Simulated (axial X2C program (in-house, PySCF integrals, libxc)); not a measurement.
Potential curves of LiO, 2c

Computed with an in-house all-electron X2C program for linear molecules (integrals from PySCF). Two-component (2c) means X2C with spin–orbit coupling and atomic mean-field two-electron Coulomb and Gaunt terms. Basis: O dyall-av3z [7s6p3d2f], Li dyall-cv3z [7s8p2d] (cores contracted in-house); Gaussian nuclei, density fitting, unrestricted open shells. Masses: O 15.995 u, Li 7.016 u.

State: Ω = 3/2 (⟨Sz⟩ = 0.50, ⟨Lz⟩ = 1.00 at HF). Energies in eV from the fragments at the same level (O + Li). Fits are polynomials in 1 − R0/R over 0.85 to 1.23 times the lowest point R0.

```
 R (Å)  CCSD(T)       HF      MP2
1.4660           -1.3024  -3.0857
1.5333  -3.2842  -1.5416  -3.3516
1.5839  -3.4061  -1.6446  -3.4746
1.6344  -3.4769  -1.6966  -3.5463
1.6850  -3.5072  -1.7083  -3.5775
1.7440  -3.5024  -1.6823  -3.5736
1.8030  -3.4642  -1.6235  -3.5361
1.8788  -3.3792  -1.5130  -3.4518
1.9714           -1.3421  -3.3106
2.1063           -1.0535  -3.0603
```

Correlated methods: 7 electrons correlated (number of frozen shells: O 1 s; Li 1 s), 171 virtual spin orbitals or spinors in MP2.

The state is a single determinant with fixed occupations, the lowest that a limited PBE0 search found. De is counted from the lowest determinant-based energies of the atoms at the same level, without counterpoise correction. Coupled cluster ran in a truncated set of natural virtual spinors; the MP2 energy of the rest was added. (T) has no such correction and the atoms are truncated less, which lowers De at CCSD(T) by a hundredth of an eV or more. PBE0 can misorder states that lie within some tenths of an eV, so this need not be the ground state of the molecule. The nearest other 2c determinant of the search, Ω = 1/2, lies 0.01 eV up at the distance of the search. Coupled cluster ran on the points near the minimum only. MP2 and coupled cluster on one determinant become unreliable at the stretched end.

Problem. What are Re, ωe and De at the CCSD(T) level?

Solution. At CCSD(T), 2c: Re = 1.706 Å, ωe ≈ 795 cm⁻¹, De = 3.51 eV to O + Li; Be follows as 1.19 cm⁻¹.

Problem. What are Re, ωe and De at the HF level?

Solution. At HF, 2c: Re = 1.676 Å, ωe ≈ 848 cm⁻¹, De = 1.71 eV to O + Li; Be follows as 1.23 cm⁻¹.

Problem. What are Re, ωe and De at the MP2 level?

Solution. At MP2, 2c: Re = 1.708 Å, ωe ≈ 794 cm⁻¹, De = 3.58 eV to O + Li; Be follows as 1.19 cm⁻¹.
